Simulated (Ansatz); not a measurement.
# BH₄ (doublet): wave-function methods side by side at distance B1–H5 = 1.692 Å, cc-pVTZ

One table from this session's results is given with a row withheld; the runs are named, their logs left out.

Program: Ansatz 0.2.0, Gaussian basis. Level of theory: cc-pVTZ, core rule «outside noble gas», up to 1 orbitals frozen. These are calculated values, not measurements.

The runs, in order: UHF; CCSD(T) on ROHF; CCSD(T) on UHF; BCCD(T) on ROHF; CCSDT(Q) on ROHF; CCSDT(Q) on UHF; CASSCF and MRCISD+Q, 3 electrons in 3 orbitals; CASSCF and NEVPT2, 3 electrons in 3 orbitals; CASSCF and MRCISD+Q, 7 electrons in 8 orbitals; CASSCF and NEVPT2, 7 electrons in 8 orbitals.

4 further runs of the same task are left out: 4 for a known fault of the program. Runs told in other sessions of the task aren't counted.

### The system

The geometry derives from a PBE0/def2-TZVP stationary point (not a proven minimum). One bond is set to the value named and the two fragments are kept rigid.

5 atoms, charge 0, spin multiplicity 2.

Atoms are counted from 1 here; the program's logs count them from 0.

Bond lengths: B1–H2 1.220 Å, B1–H3 1.220 Å, B1–H4 1.220 Å. Angles: H2–B1–H3 96.8°, H2–B1–H4 96.8°, H3–B1–H4 139.9°.

Geometry (Å):

```
B    -0.01109    0.02135    0.02115
H     0.40360    0.83384    0.83180
H    -0.43541   -0.78634    0.83161
H    -0.42390    0.83000   -0.79430
H     0.57464   -1.10648   -1.09590
```

The first run:

in.yaml reads:

```yaml
crystal:
  periodic: [false, false, false]
  atoms:
    - {symbol: B, position_ang: [-0.011087, 0.021349, 0.021145]}
    - {symbol: H, position_ang: [0.403598, 0.833844, 0.831798]}
    - {symbol: H, position_ang: [-0.435414, -0.786345, 0.831606]}
    - {symbol: H, position_ang: [-0.423899, 0.829995, -0.794298]}
    - {symbol: H, position_ang: [0.574637, -1.106480, -1.095902]}
basis:
  gaussian: {orbitals: cc-pVTZ}
magnetization: {spin_polarized: true, initial_magnetization: 1}
hamiltonian: {xc: hf}
output: {orbitals: {seedname: orbitals}}
```

The run is started by

```sh
> ansatz run in.yaml --threads 1 --pin off --events-out ev --progress --plain --max-ram 4096MiB --backend cpu
```

Among the steps run: UHF; CCSD(T) on ROHF; CCSD(T) on UHF; BCCD(T) on ROHF; CCSDT(Q) on ROHF; CCSDT(Q) on UHF; CASSCF and MRCISD+Q, 3 electrons in 3 orbitals; CASSCF and NEVPT2, 3 electrons in 3 orbitals; CASSCF and MRCISD+Q, 7 electrons in 8 orbitals; CASSCF and NEVPT2, 7 electrons in 8 orbitals.

One of the session's tables, all rows but one given; the rest of the session is left out.

It belongs to the step «Misses and costs». 

| method | from UCCSDT(Q) (meV) |
| --- | --- |
| ROHF | +4634.5 |
| UHF | +4464.9 |
| RMP2 | +1041.4 |
| UMP2 | +955.5 |
| RCCSD | +173.3 |
| UCCSD | +170.1 |
| RCCSD(T) | +34.8 |
| UCCSD(T) | +36.4 |
| BCCD(T) | +30.6 |
| RCCSDT | +4.5 |
| UCCSDT | +4.3 |
| RCCSDT(Q) | +0.3 |
| UCCSDT(Q) | 0 |
| CASSCF valence | +2826.0 |
| NEVPT2 valence | +708.1 |
| MRCISD valence | +156.6 |
| MRCISD+Q valence | ? |

Q: Estimate the row for MRCISD+Q valence from the others.

**Answer.** from UCCSDT(Q) (meV): +37.3. In the column «from UCCSDT(Q) (meV)» it lies between UCCSD(T) (+36.4) and MRCISD valence (+156.6).

Left out of the table: CASSCF pair, NEVPT2 pair, MRCISD pair, MRCISD+Q pair (the active space lost an orbital or holds another state than full CI finds).

Caveats from the session: Restricted and unrestricted rows rest on different reference determinants; a gap between their highest levels can come from leftover correlation error, from unlike frozen cores or from another state. Warnings in the runs' records: passed over end.
